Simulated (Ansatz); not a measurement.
`[F][Mg][F]` + HCl → `[F][Mg][Cl]` + H–F at 700 K and 1 bar (ligand exchange at a Mg–F bond).

Gas-phase electronic energies from Ansatz, PBE0-D4/def2-TZVP geometries. CCSD(T)/CBS adds triple-zeta CCSD(T) − MP2 to the extrapolated MP2 energy (def2 sets, frozen cores). This one scheme is used for every species. For Mg outer-core shells are correlated without core-valence functions, which leaves a few kJ/mol of doubt a bond.

| species | CCSD(T)/CBS energy (Eh) | H − E (kJ/mol) | S (J/(mol·K)) |
| --- | --- | --- | --- |
| `[F][Mg][F]` | -399.61583 | 45.9 | 295.3 |
| HCl | -460.38127 | 38.4 | 211.8 |
| `[F][Mg][Cl]` | -759.61026 | 45.3 | 314.5 |
| H–F | -100.39570 | 45.2 | 198.5 |

H − E and S are ideal-gas, rigid-rotor, harmonic terms from PBE0-D4/def2-TZVP. 1 Eh = 2625.50 kJ/mol, R = 8.31446 J/(mol·K).

Question: By hand: ΔE, ΔH, ΔS and ΔG.

Answer: ΔE = (-759.61026) + (-100.39570) − (-399.61583) − (-460.38127) = -0.00886 Eh = -23.3 kJ/mol. Δ(H − E) = 45.3 + 45.2 − 45.9 − 38.4 = 6.2, so ΔH = -17.1 kJ/mol. ΔS = 314.5 + 198.5 − 295.3 − 211.8 = 5.9 J/(mol·K). ΔG = -17.1 − 700 × (5.9)/1000 = -21.2 kJ/mol.

Question: By hand: the equilibrium constant, and the temperature at which ΔG would vanish if ΔH and ΔS stayed fixed.

Answer: log₁₀ K = −ΔG/(RT ln 10) = 1.6. ΔH and −TΔS have one sign here, so there is no such temperature.

The number of gas molecules stays the same, so ΔS is small and ΔH decides. A doubt of 5 kJ/mol in ΔE shifts log₁₀ K by 0.4 here. These are equilibria of isolated gas molecules and say nothing of rates. Largest T1 diagnostic: 0.012 (customary marks: 0.02 for closed shells, 0.045 for open ones).

ΔS is within the doubt of such terms, so its sign, and with it that verdict, could turn.
